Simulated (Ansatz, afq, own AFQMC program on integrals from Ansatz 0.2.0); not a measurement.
**Atomization energy of BGeH₄, doublet**

```yaml
atoms:
  - { symbol: Ge, position_ang: [0.0000, 0.0000, 0.2823] }
  - { symbol: B, position_ang: [0.0000, 0.0000, -1.6912] }
  - { symbol: H, position_ang: [0.0000, 1.2553, 1.1670] }
  - { symbol: H, position_ang: [0.0000, -1.2553, 1.1670] }
  - { symbol: H, position_ang: [0.0000, 1.0424, -2.2706] }
  - { symbol: H, position_ang: [0.0000, -1.0424, -2.2706] }
```

Connectivity, by distances: GeH2–BH2.

Atoms in their ground-state spins without spin–orbit coupling (mostly on UHF) minus the molecule (UHF), without zero-point energy. The geometry is a stationary point, not shown to be a minimum.

Basis 6-31G. Only valence electrons are correlated. Ansatz 0.2.0 and our own AFQMC program on the same integrals; the CISD trial comes from CCSD amplitudes, and released means the phaseless constraint is let go. Free projection: walkers drawn from exp(T), propagated without any constraint. Its projection time is finite, and what remains of the start isn't in its error. Error bars are statistical, one sigma. No spin–orbit coupling. The errors of all members are added in quadrature.

No full CI on the walks' own integrals is used here. The released AFQMC energy serves as the reference, which it does only where one determinant dominates, the energy is flat over the last release times and near the phaseless one (40 meV or 2 meV an electron, half that with transition metals). On small molecules, where full CI could be run and the noise was under 10 meV, such values lay within 10 meV of it in 19 cases of 20, a flattering rate, since the rule was set on those same cases; what remains of the bias isn't in the error bar. Each member takes its own surest rung, up to full CI.

Errors are counted within 6-31G, not against nature.

Cautions: inner d shell frozen; no relativity below Rb; no spin-orbit coupling; BGeH₄ (doublet): the ph-AFQMC/HF walk drifts between its halves (2.1 errors), the released value is read at 2.40 1/Eh (meV from the phaseless value at times in 1/Eh: -1 ± 6 at 0.24, 8 ± 6 at 0.51, -2 ± 5 at 0.99, 2 ± 6 at 1.62, -2 ± 7 at 2.40).

Reference (AFQMC with the constraint released): 328.4 ± 0.2 kcal/mol.

```json
{"level": "HF", "atomization energy (kcal/mol)": "287.1", "error against released AFQMC (kcal/mol)": "-41.3 ± 0.2"}
{"level": "MP2", "atomization energy (kcal/mol)": "324.6", "error against released AFQMC (kcal/mol)": "-3.8 ± 0.2"}
{"level": "CCSD", "atomization energy (kcal/mol)": "326.6", "error against released AFQMC (kcal/mol)": "-1.8 ± 0.2"}
{"level": "CCSD(T)", "atomization energy (kcal/mol)": "328.0", "error against released AFQMC (kcal/mol)": "-0.4 ± 0.2"}
{"level": "ph-AFQMC/HF", "atomization energy (kcal/mol)": "330.1 ± 0.8", "error against released AFQMC (kcal/mol)": "1.7 ± 0.8"}
{"level": "ph-AFQMC/CISD", "atomization energy (kcal/mol)": "328.4 ± 0.2", "error against released AFQMC (kcal/mol)": "0.0 ± 0.2"}
{"level": "free AFQMC", "atomization energy (kcal/mol)": "328.5 ± 0.2", "error against released AFQMC (kcal/mol)": "0.1 ± 0.2"}
```

Correlation beyond CCSD(T) adds 0.4 ± 0.2 kcal/mol. The perturbative (T) step is worth +1.4 kcal/mol.

Free projections are given only where their last times agree within the noise and don't stop above the reference; a slow remainder of the start can still hide under it. A walk keeps the symmetry of its determinant, which the program's search chose and which needn't be the lowest solution, so a lower state of the same spin and another symmetry isn't excluded. Released energies are given only where the last usable release times agree within the noise; a slower fall can still hide under it.
